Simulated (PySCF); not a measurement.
Run record: geometry optimisation, `C#C[C@@H](C)CF`.

Computed with PBE0-D3(BJ)/def2-SVP geometry optimisation, gas phase (PySCF 2.14.0). Start geometry: GFN2-xTB. The command runs a driver script over a list of jobs; the input below is this job's line of settings and its coordinates in Å.

Command:
```bash
OMP_NUM_THREADS=1 python probes_run.py task.json out
```

Input:
```
{"job": {"xc": "PBE0", "basis": "def2-SVP", "d3": "d3bj", "grid": 1, "shake": 0.01, "kind": "geom"}, "charge": 0, "multiplicity": 1}
C      2.397670    -0.693750     0.471450
C      1.280280    -0.423790     0.043040
C     -0.070940    -0.125840    -0.448020
C     -1.065510    -0.914530     0.342040
C     -0.303020     1.377160    -0.337600
F     -1.488060     1.722210    -0.941300
H      3.346140    -0.896670     0.826160
H     -0.094150    -0.393440    -1.504650
H     -0.942250    -1.979060     0.233860
H     -1.035400    -0.688210     1.416790
H     -2.103310    -0.664460    -0.000480
H     -0.376090     1.697870     0.725840
H      0.460450     1.965630    -0.837450
```

Output:
```
step   0  E = -293.96144488  max force = 0.063191
step   1  E = -293.96560888  max force = 0.009055
step   2  E = -293.96616772  max force = 0.005719
step   3  E = -293.96662167  max force = 0.004217
step   4  E = -293.96670609  max force = 0.001754
step   5  E = -293.96672230  max force = 0.000561
step   6  E = -293.96672458  max force = 0.000310
optimisation converged
```

Energies in Eh; «max force» is the largest Cartesian gradient component in Eh/bohr.

Task: Give the first gradient maximum in eV/Å.

Result: With 1 Eh/bohr = 51.422 eV/Å, 3.249 eV/Å.

Summary of the converged run: final energy -293.96672 Eh after 6 steps; dipole 1.07 D.

Task: Estimate the wall time. Hardware: an Arm Neoverse V1 with one thread, no GPU, shared host with 32 logical CPUs at a one-minute load of 10. And the peak memory of the process?

Result: About 33 s, with 0.49 GiB resident at the peak, the Python interpreter and its libraries included.
Labels such as C1 count atoms from 1, the log's own numbers from 0.
